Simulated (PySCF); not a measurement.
Highest orbital energy against ionisation energy along the second row

Calculated with PySCF 2.14, no spin-orbit coupling. Each cell gives −ε(HOMO) / ΔSCF in eV; NIST values include spin-orbit coupling, (s) semi-empirical, (t) theoretical.

```
                           species              UHF              LDA              PBE             PBE0           r2SCAN  NIST (lowest levels)
Li (aug-cc-pVTZ, non-relativistic)    5.343 / 5.342    3.163 / 5.468    3.222 / 5.583    3.827 / 5.567    3.251 / 5.383                 5.392
Be (aug-cc-pVTZ, non-relativistic)    8.416 / 8.044    5.601 / 9.023    5.612 / 8.995    6.495 / 8.970    5.748 / 8.789                 9.323
 B (aug-cc-pVTZ, non-relativistic)    8.666 / 8.037    4.113 / 8.642    4.172 / 8.670    5.375 / 8.645    4.586 / 8.765                 8.298
 C (aug-cc-pVTZ, non-relativistic)  11.941 / 10.799   6.129 / 11.690   6.099 / 11.541   7.652 / 11.514   6.576 / 11.672                11.260
 N (aug-cc-pVTZ, non-relativistic)  15.531 / 13.897   8.407 / 15.010   8.304 / 14.734  10.216 / 14.706   8.899 / 14.811                14.534
 O (aug-cc-pVTZ, non-relativistic)  14.199 / 12.034   7.452 / 14.005   7.597 / 14.065   9.483 / 13.853   7.923 / 13.719                13.618
 F (aug-cc-pVTZ, non-relativistic)  18.512 / 15.674  10.378 / 17.972  10.311 / 17.668  12.574 / 17.460  10.804 / 17.561                17.423
Ne (aug-cc-pVTZ, non-relativistic)  23.163 / 19.693  13.575 / 22.212  13.359 / 21.679  16.012 / 21.473  14.005 / 21.511                21.565
```

Task: How far is −ε(HOMO) from ΔSCF on average for each method, and why?

Result: UHF 1.53 eV; LDA -5.65 eV; PBE -5.53 eV; PBE0 -3.82 eV; r2SCAN -5.05 eV. Hartree-Fock orbital energies lack relaxation and so exceed the ΔSCF value; semilocal functionals have convex E(N) from self-interaction, so their HOMO lies far too high; exact exchange moves hybrids part of the way back.
